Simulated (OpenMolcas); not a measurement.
**One shape, several levels: P2H2 (SMILES P=P)**

We compute a comparison of 6 runs (HF/STO-3G, UHF/STO-3G, B3LYP/STO-3G, PBE/STO-3G, r2SCAN/STO-3G, MP2/STO-3G) of P2H2. 

The results are computed with OpenMolcas 26.06.

3 further runs of the same task are left out: 3 that didn't finish.

**1. The molecule**

The species is P2H2 (4 atoms), meant as a singlet with charge 0. As SMILES, `P=P`. The P2–H4 distance was set to 3.508 Å, away from the relaxed value. At this shape a bond of the SMILES string is far longer than usual.

Bond lengths: P1–P2 2.016 Å, P1–H3 1.403 Å. Angles: P2–P1–H3 94.8°.

**2. A single-point energy at HF/STO-3G (run 1)**

Input file run.inp:

```
&GATEWAY
BasLib=$CurrDir
Coord
4
angstrom
P        1.568209      -1.099809       1.461061
P        1.616999       0.907361       1.284451
H        2.629839      -1.163749       2.376031
H       -1.037310       1.067660      -1.003410
Basis=STO-3G
Group=NoSym
&SEWARD
&SCF
Thresholds=1e-10 1e-07 1e-07 1e-05
PrOrbitals=1 1
```

The basis set STO-3G is read from a file made from the Basis Set Exchange's data (not shown).

On the command line:

```console
export MOLCAS_MEM=1860
pymolcas run.inp > run.log
```

Standard output:

```text
--- Start Module: gateway ---
[...]
--- Stop Module: gateway /rc=_RC_ALL_IS_WELL_ ---
--- Start Module: seward ---
[...]
      Basis functions           20
--- Stop Module: seward /rc=_RC_ALL_IS_WELL_ ---
--- Start Module: scf ---
[...]
       Convergence after  16 Iterations
[...]
::    Total SCF energy                               -674.5796100839
[...]
      Total spin, S                                     0.0000000000
[...]
      Total electronic charge=   32.000000
      Total            charge=   -0.000000
[...]
      Dipole Moment (debye):
      Origin of the operator (angstrom)=    1.5675   -0.0947    1.3511
                   X=  2.8641E+00               Y= -7.0029E-01               Z=  2.5261E+00           Total=  3.8826E+00
      Quadrupole Moment (debye*angstrom):
[...]
--- Stop Module: scf /rc=_RC_ALL_IS_WELL_ ---
[...]
```

Run time: 1.7 s. Hardware: 1 thread of Arm Neoverse V1, shared host; peak memory 0.37 GiB.

**3. The energy at UHF/STO-3G (run 2)**

Input file run.inp:

```
>>> EXPORT MOLCAS_PRINT=2
&GATEWAY
BasLib
$CurrDir
Coord
4
angstrom
P        1.568209      -1.099809       1.461061
P        1.616999       0.907361       1.284451
H        2.629839      -1.163749       2.376031
H       -1.037310       1.067660      -1.003410
Basis
STO-3G
Group
NoSym
&SEWARD
&SCF
UHF
Thresholds
1e-10 1e-07 1e-07 1e-05
Scramble
0.25
PrOrbitals
1 1
```

The basis set STO-3G is read from a file made from the Basis Set Exchange's data (not shown).

On the command line:

```console
export MOLCAS_MEM=1860
pymolcas run.inp > run.log
```

Standard output:

```text
--- Start Module: gateway ---
[...]
--- Stop Module: gateway /rc=_RC_ALL_IS_WELL_ ---
--- Start Module: seward ---
[...]
      Basis functions           20
--- Stop Module: seward /rc=_RC_ALL_IS_WELL_ ---
--- Start Module: scf ---
[...]
       Convergence after  42 Iterations
[...]
::    Total SCF energy                               -674.8032995708
[...]
      Total spin, S                                     0.8715354846
[...]
      Total electronic charge=   32.000000
      Total            charge=   -0.000000
[...]
      Dipole Moment (debye):
      Origin of the operator (angstrom)=    1.5675   -0.0947    1.3511
                   X=  2.6433E-01               Y=  1.9999E-01               Z=  2.0433E-01           Total=  3.8938E-01
      Quadrupole Moment (debye*angstrom):
[...]
--- Stop Module: scf /rc=_RC_ALL_IS_WELL_ ---
[...]
```

Wall time 2.4 s (1 thread of Arm Neoverse V1, shared host); peak memory 0.37 GiB.

Runs 3 to 4 aren't shown in full; the table further down has their settings and results.

**4. A single-point energy at r2SCAN/STO-3G (run 5)**

Input file run.input:

```
>>> EXPORT MOLCAS_PRINT=2

&GATEWAY
 BasLib = $CurrDir
 Coord
 4
 angstrom
 P        1.568209      -1.099809       1.461061
 P        1.616999       0.907361       1.284451
 H        2.629839      -1.163749       2.376031
 H       -1.037310       1.067660      -1.003410
 Basis = STO-3G
 Group = NoSym

&SEWARD
 GridInput
 Grid=UltraFine
 End of Grid

&SCF
 KSDFT = 2
 1.0 MGGA_X_R2SCAN
 1.0 MGGA_C_R2SCAN
 Thresholds = 1e-10 1e-07 1e-07 1e-05
 PrOrbitals = 1 1
```

The basis set STO-3G is read from a file made from the Basis Set Exchange's data (not shown).

On the command line:

```console
export MOLCAS_MEM=1860
pymolcas run.input > run.log
```

Standard output:

```text
--- Start Module: gateway ---
[...]
--- Stop Module: gateway /rc=_RC_ALL_IS_WELL_ ---
--- Start Module: seward ---
[...]
      Basis functions           20
--- Stop Module: seward /rc=_RC_ALL_IS_WELL_ ---
--- Start Module: scf ---
[...]
       Convergence after  84 Iterations
[...]
::    Total KS-DFT energy                            -675.8254608339
[...]
      Total spin, S                                     0.0000000000
[...]
      Total electronic charge=   32.000000
      Total            charge=   -0.000000
[...]
      Dipole Moment (debye):
      Origin of the operator (angstrom)=    1.5675   -0.0947    1.3511
                   X= -1.6520E+00               Y=  3.4641E-01               Z= -1.4508E+00           Total=  2.2257E+00
      Quadrupole Moment (debye*angstrom):
[...]
--- Stop Module: scf /rc=_RC_ALL_IS_WELL_ ---
[...]
```

Wall time 23 s (1 thread of Arm Neoverse V1, shared host); peak memory 0.37 GiB.

**5. A single-point energy at MP2/STO-3G (run 6)**

Input file run.input:

```
&GATEWAY
  BasLib
  $CurrDir
  Coord
  4
  angstrom
  P        1.568209      -1.099809       1.461061
  P        1.616999       0.907361       1.284451
  H        2.629839      -1.163749       2.376031
  H       -1.037310       1.067660      -1.003410
  Basis
  STO-3G
  Group
  NoSym

&SEWARD

&SCF
  Thresholds
  1e-10 1e-07 1e-07 1e-05
  PrOrbitals
  1 1

&MBPT2
  Frozen
  10
```

The basis set STO-3G is read from a file made from the Basis Set Exchange's data (not shown).

On the command line:

```console
export MOLCAS_MEM=1860
pymolcas run.input > run.log
```

Standard output:

```text
--- Start Module: gateway ---
[...]
--- Stop Module: gateway /rc=_RC_ALL_IS_WELL_ ---
[...]
      Basis functions           20
[...]
--- Start Module: scf ---
[...]
       Convergence after  16 Iterations
[...]
::    Total SCF energy                               -674.5796100839
[...]
      Total spin, S                                     0.0000000000
[...]
      Total electronic charge=   32.000000
      Total            charge=   -0.000000
[...]
      Dipole Moment (debye):
      Origin of the operator (angstrom)=    1.5675   -0.0947    1.3511
                   X=  2.8641E+00               Y= -7.0029E-01               Z=  2.5261E+00           Total=  3.8826E+00
      Quadrupole Moment (debye*angstrom):
[...]
--- Stop Module: scf /rc=_RC_ALL_IS_WELL_ ---
--- Start Module: mbpt2 ---
[...]
WARNING!
Default frozen orbitals as non valence orbitals is overwritten by user input.
Default values:  10
[...]
       Reference weight ( Cref**2 )         =        0.65571
::    Total MBPT2 energy                             -674.8425776317
[...]
      Total MBPT2 calculations                           0.02      0.03
--- Stop Module: mbpt2 /rc=_RC_ALL_IS_WELL_ ---
[...]
```

Wall time 1.8 s (1 thread of Arm Neoverse V1, shared host); peak memory 0.37 GiB.

**6. The series**

```
run          level  scramble  integration grid  energy (Eh)  dipole moment (D) of the reference  HOMO energy (eV)  LUMO energy (eV)  wall time
  1      HF/STO-3G         –                 –  -674.579610                                3.88             -2.74              2.05      1.7 s
  2     UHF/STO-3G      0.25                 –  -674.803300                                0.39             -5.71              6.80      2.4 s
  3   B3LYP/STO-3G         –         UltraFine  -675.889490                                2.83             -2.03             -0.71      7.5 s
  4     PBE/STO-3G         –         UltraFine  -675.534877                                2.02             -1.36             -0.89       15 s
  5  r2SCAN/STO-3G         –         UltraFine  -675.825461                                2.23             -1.50             -1.04       23 s
  6     MP2/STO-3G         –                 –  -674.842578                                3.88             -2.74              2.05      1.8 s
```

**7. What came out**

| quantity | value |
| --- | --- |
| run 6: total energy | -674.84258 Eh |
| run 6: dipole moment (mean-field density) | 3.88 D |
| run 6: HOMO energy (Hartree–Fock orbitals) | -2.74 eV |
| run 6: LUMO energy (Hartree–Fock orbitals) | 2.05 eV |
| run 6: HOMO–LUMO gap (Hartree–Fock orbitals) | 4.78 eV |
| run 6: correlation energy (10 core orbitals frozen) | -263.0 mEh |

**Reading.** Over runs 1, 2, 3, 4, 5 the dipole moment (its size) runs from 0.39 D (UHF/STO-3G) to 3.88 D (HF/STO-3G). Over runs 1, 2, 3, 4, 5 the HOMO–LUMO gap runs from 0.46 eV (r2SCAN/STO-3G) to 12.51 eV (UHF/STO-3G). Totals of different functionals can't be ranked against each other. In runs 1, 2, 3, 4, 5, 6 the basis is minimal, so the values are rough. In runs 1, 3, 4, 5, 6 a closed-shell determinant meets a far-stretched bond, which it describes badly. Spin contamination of the reference: run 2 ⟨S²⟩ = 1.63. Where it is this large, the reference is a mixture of spin states, and values that rest on it are in doubt. All runs together took 52 s, the longest 23 s.
